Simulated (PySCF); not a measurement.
PS₂⁻, singlet: data card

These are results of PySCF, PBE0, basis P def2-TZVPD, S def2-TZVPD (no relativity, density fitting), not measurements.

The structure is a minimum.

```xyz
3
charge -1 multiplicity 1, angstrom
P     0.0000   -0.7132    0.0000
S     0.0000    0.3455    1.6725
S     0.0000    0.3455   -1.6725
```

* Point group: C2v
* Bond lengths: P–S 1.979 Å (×2)
* Bond angles: S–P–S 115.3°
* Rotational symmetry number: 2
* Enthalpy at 298.15 K above 0 K: 11.99 kJ/mol
* Highest occupied level: -1.37 eV
* Zero-point energy: 8.9 kJ/mol
* Principal quadrupole moments (Buckingham, traceless) about the centre of mass: -13.51, 3.36, 10.15 D Å
* Dipole moment about the centre of mass: 0.68 D
* Rotational constants: 0.7209, 0.09424, 0.08335 cm⁻¹
* Entropy at 298.15 K and 1 bar: 276.0 J/(mol K)
* Principal polarisabilities: 63.5, 81.3, 133.1 bohr³
* Lowest empty level: 2.23 eV
* Heat capacity Cp at 298.15 K: 48.9 J/(mol K)

Harmonic modes (masses in u: P 30.974, S 31.972):
```
symmetry  ω (cm⁻¹)  IR (km/mol)  μ (u)
      a1       246          0.6  31.72
      a1       592         12.8  31.54
      b2       657          282  31.37
```

In C2v the vibrations span 2a1 + b2. Here b1 is antisymmetric to the molecular plane and b2 lies in it.

Charges (e); Mulliken and Löwdin values are unreliable with diffuse functions:
```json
{"atom": "P1", "Mulliken": "0.14", "Löwdin": "-0.44", "polar tensor": "0.66", "Mayer order to P1": "–"}
{"atom": "S2,3", "Mulliken": "-0.57", "Löwdin": "-0.28", "polar tensor": "-0.83", "Mayer order to P1": "1.74"}
```

Mulliken populations on P1: s 5.75, p 8.66, d 0.43, f 0.03.

Counting electrons, phosphorus keeps 2 of its valence electrons outside its bonds, so the VSEPR class is AX2E1 and the expected shape is bent (C2v), as computed.

This need not be the most stable arrangement of these atoms. The lowest empty level of this anion is unbound, so it and the gap depend on the basis.

The final relaxation and frequency run took of the order of 70 core-seconds on a shared host.
